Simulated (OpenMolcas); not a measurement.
# One shape, several levels: C3H3N (acrylonitrile)

Aim: a comparison of 6 runs (HF/6-311+G**, M06-2X/6-311+G**, M06-L/6-311+G**, PBE/6-311+G**, r2SCAN/6-311+G**, revPBE/6-311+G**) of C3H3N (acrylonitrile). 

Program for the calculation: OpenMolcas 26.06.

## (1) Starting point

C3H3N: 7 atoms, total charge 0, spin state singlet. SMILES: `C=CC#N`. The shape is that of a PBE0-D4/def2-TZVP optimisation.

Bond lengths: C1–C2 1.329 Å, C2–C3 1.423 Å, C3–N4 1.152 Å, C1–H5 1.083 Å, C1–H6 1.083 Å, C2–H7 1.085 Å. Angles: C1–C2–C3 122.7°, C2–C3–N4 178.9°, C1–C2–H7 121.5°, C3–C2–H7 115.8°, C2–C1–H5 121.6°, C2–C1–H6 120.6°, H5–C1–H6 117.9°.

## (2) Energy and forces at HF/6-311+G(d,p) (run 1)

The input, test.input:

```
>>> EXPORT MOLCAS_PRINT=2

&GATEWAY
  BasLib = $CurrDir
  Coord
  7
  angstrom
  C       -0.540840       0.829550      -0.350560
  C        0.371580       0.105220       0.289410
  C        0.413320      -1.315880       0.218830
  N        0.465120      -2.465750       0.175380
  H       -1.304630       0.366690      -0.963300
  H       -0.540500       1.909410      -0.272510
  H        1.135950       0.570750       0.902750
  Basis = 6-311pGss
  Group = NoSym

&SEWARD

&SCF
  Thresholds = 1e-10 1e-07 1e-07 1e-05
  PrOrbitals = 1

&ALASKA
```

The basis set 6-311+G** is read from a file made from the Basis Set Exchange's data (not shown).

On the command line:

```
$ export MOLCAS_MEM=1860
$ pymolcas test.input > test.log
```

Standard output:

```text
--- Start Module: gateway ---
[...]
--- Stop Module: gateway /rc=_RC_ALL_IS_WELL_ ---
[...]
      Basis functions          106
[...]
--- Start Module: scf ---
[...]
       Convergence after  16 Iterations
[...]
::    Total SCF energy                               -169.8097308923
[...]
      Total spin, S                                     0.0000000000
[...]
      Total electronic charge=   28.000000
      Total            charge=   -0.000000
[...]
      Dipole Moment (debye):
      Origin of the operator (angstrom)=    0.1646   -0.6833    0.0757
                   X= -5.9177E-01               Y=  4.3419E+00               Z= -1.3641E-01           Total=  4.3842E+00
      Quadrupole Moment (debye*angstrom):
[...]
--- Stop Module: scf /rc=_RC_ALL_IS_WELL_ ---
[...]
--- Start Module: alaska ---
[...]
 *              Molecular gradients               *
 **************************************************
  Irreducible representation: a
 ------------------------------------------------------------------------------------------
                              X                       Y                       Z
 ------------------------------------------------------------------------------------------
  C1               -3.39563330242587E-03    3.73734052516639E-03   -2.30603680005048E-03
  C2                2.19004042671767E-03   -2.23530040653082E-02    4.66218454162615E-05
  C3               -2.54260604819684E-03    6.77067515534118E-02    2.94965838504901E-03
  N4                2.53806198833217E-03   -5.55231724442606E-02   -2.07142971236068E-03
  H5               -4.01871530677189E-03   -2.91605130842121E-03   -3.26119036711914E-03
  H6                4.03067849845673E-05    6.07826729548933E-03    4.71973023970076E-04
  H7                5.18854545734238E-03    3.26986844390298E-03    4.17040362505583E-03
 ------------------------------------------------------------------------------------------
--- Stop Module: alaska /rc=_RC_ALL_IS_WELL_ ---
[...]
```

Wall time 17 s (1 thread of Arm Neoverse V1, shared host); peak memory 0.61 GiB.

## (3) Energy and forces at M06-2X/6-311+G(d,p) (run 2)

The input, test.input:

```
&GATEWAY
 BasLib=$CurrDir
 Coord
 7
 angstrom
 C       -0.540840       0.829550      -0.350560
 C        0.371580       0.105220       0.289410
 C        0.413320      -1.315880       0.218830
 N        0.465120      -2.465750       0.175380
 H       -1.304630       0.366690      -0.963300
 H       -0.540500       1.909410      -0.272510
 H        1.135950       0.570750       0.902750
 Basis=6-311pGss
 Group=NoSym

&SEWARD
 GridInput
 Grid=UltraFine
 End of Grid

&SCF
 KSDFT=M062X
 Thresholds=1e-10 1e-07 1e-07 1e-05
 PrOrbitals=1

&ALASKA
```

The basis set 6-311+G** is read from a file made from the Basis Set Exchange's data (not shown).

On the command line:

```
$ export MOLCAS_MEM=1860
$ pymolcas test.input > test.log
```

Standard output:

```text
--- Start Module: gateway ---
[...]
--- Stop Module: gateway /rc=_RC_ALL_IS_WELL_ ---
[...]
      Basis functions          106
[...]
--- Start Module: scf ---
[...]
       Convergence after  14 Iterations
[...]
::    Total KS-DFT energy                            -170.8031209607
[...]
      Total spin, S                                     0.0000000000
[...]
      Total electronic charge=   28.000000
      Total            charge=   -0.000000
[...]
      Dipole Moment (debye):
      Origin of the operator (angstrom)=    0.1646   -0.6833    0.0757
                   X= -4.8910E-01               Y=  4.0159E+00               Z= -8.1995E-02           Total=  4.0464E+00
      Quadrupole Moment (debye*angstrom):
[...]
--- Stop Module: scf /rc=_RC_ALL_IS_WELL_ ---
[...]
--- Start Module: alaska ---
[...]
 *              Molecular gradients               *
 **************************************************
  Irreducible representation: a
 ------------------------------------------------------------------------------------------
                              X                       Y                       Z
 ------------------------------------------------------------------------------------------
  C1                1.27762369903461E-03   -4.22406458662650E-04    9.39388586458367E-04
  C2               -1.66690743411557E-03   -8.04884925595961E-03   -1.84870870621845E-03
  C3               -1.79053388941836E-04    1.15729638100612E-02    7.02595213721235E-04
  N4                3.05454015767648E-04   -3.82867648187357E-03   -4.49932943487608E-05
  H5               -1.87009614558420E-05    1.94693537425739E-04   -2.51907211179514E-06
  H6               -1.44393973938700E-04    1.57106607487023E-04   -9.51088258979299E-05
  H7                4.25978043679720E-04    3.75168241409485E-04    3.49346098377445E-04
 ------------------------------------------------------------------------------------------
--- Stop Module: alaska /rc=_RC_ALL_IS_WELL_ ---
[...]
```

It took 56 s on 1 thread of Arm Neoverse V1, shared host; peak memory 0.61 GiB.

Runs 3 to 5 aren't shown in full; the table further down has their settings and results.

## (4) Energy and forces at revPBE/6-311+G(d,p) (run 6)

The input, run.inp:

```
* C3H3N Kohn-Sham DFT

&gateway
 baslib
 $CurrDir
 coord
 7
 bohr
 C     -1.02203948     1.56762231    -0.66246239
 C      0.70218443     0.19883698     0.54690564
 C      0.78106160    -2.48665281     0.41352877
 N      0.87894942    -4.65959219     0.33142017
 H     -2.46539339     0.69294367    -1.82037318
 H     -1.02139697     3.60826196    -0.51496927
 H      2.14663439     1.07856119     1.70595026
 basis
 6-311pGss
 group
 NoSym

&seward
 gridinput
 Grid=UltraFine
 End of Grid

&scf
 ksdft
 revPBE
 thresholds
 1e-10 1e-07 1e-07 1e-05
 prorbitals
 1

&alaska
```

The basis set 6-311+G** is read from a file made from the Basis Set Exchange's data (not shown).

On the command line:

```
$ export MOLCAS_MEM=1860
$ pymolcas run.inp > run.log
```

Standard output:

```text
--- Start Module: gateway ---
[...]
--- Stop Module: gateway /rc=_RC_ALL_IS_WELL_ ---
[...]
      Basis functions          106
[...]
--- Start Module: scf ---
[...]
       Convergence after  18 Iterations
[...]
::    Total KS-DFT energy                            -170.8341534263
[...]
      Total spin, S                                     0.0000000000
[...]
      Total electronic charge=   28.000000
      Total            charge=   -0.000000
[...]
      Dipole Moment (debye):
      Origin of the operator (angstrom)=    0.1646   -0.6833    0.0757
                   X= -4.4219E-01               Y=  3.8831E+00               Z= -5.5972E-02           Total=  3.9086E+00
      Quadrupole Moment (debye*angstrom):
[...]
--- Stop Module: scf /rc=_RC_ALL_IS_WELL_ ---
[...]
--- Start Module: alaska ---
[...]
 *              Molecular gradients               *
 **************************************************
  Irreducible representation: a
 ------------------------------------------------------------------------------------------
                              X                       Y                       Z
 ------------------------------------------------------------------------------------------
  C1                1.02057695155260E-02   -9.21551240021579E-03    7.07891021254614E-03
  C2               -9.32876982736897E-03    8.36386253487387E-03   -6.47878317735229E-03
  C3                7.49138963262258E-04   -3.74417155489075E-02   -2.12058813692362E-03
  N4               -2.06751369952496E-03    4.53795226895366E-02    1.69598412184646E-03
  H5                4.52698231958726E-03    1.88054221526790E-03    3.56733145070143E-03
  H6                4.79113991774138E-04   -6.25243611765613E-03   -8.40336706414424E-05
  H7               -4.56472126321028E-03   -2.71426337291936E-03   -3.65882080016844E-03
 ------------------------------------------------------------------------------------------
--- Stop Module: alaska /rc=_RC_ALL_IS_WELL_ ---
[...]
```

Run time: 49 s. Hardware: 1 thread of Arm Neoverse V1, shared host; peak memory 0.61 GiB.

## (5) All runs side by side

```csv
run,level,integration grid,energy (Eh),dipole moment (D),HOMO energy (eV),LUMO energy (eV),wall time
1,HF/6-311+G**,–,-169.809731,4.38,-10.89,1.52,17 s
2,M06-2X/6-311+G**,UltraFine,-170.803121,4.05,-9.70,-0.86,56 s
3,M06-L/6-311+G**,UltraFine,-170.852637,3.96,-7.55,-2.50,68 s
4,PBE/6-311+G**,UltraFine,-170.660567,3.93,-7.38,-2.72,50 s
5,r2SCAN/6-311+G**,UltraFine,-170.772141,4.04,-7.59,-2.57,72 s
6,revPBE/6-311+G**,UltraFine,-170.834153,3.91,-7.31,-2.64,49 s
```

## (6) What came out

```
                       quantity          value
            run 6: total energy  -170.83415 Eh
           run 6: dipole moment         3.91 D
             run 6: HOMO energy       -7.31 eV
             run 6: LUMO energy       -2.64 eV
           run 6: HOMO–LUMO gap        4.67 eV
run 6: largest force on an atom     2.338 eV/Å
```

**Reading.** The dipole moment (its size) runs from 3.91 D (revPBE/6-311+G**) to 4.38 D (HF/6-311+G**). The HOMO–LUMO gap runs from 4.66 eV (PBE/6-311+G**) to 12.41 eV (HF/6-311+G**). Exact exchange widens orbital gaps. Totals of different functionals can't be ranked against each other. All runs together took 5.2 min, the longest 72 s.
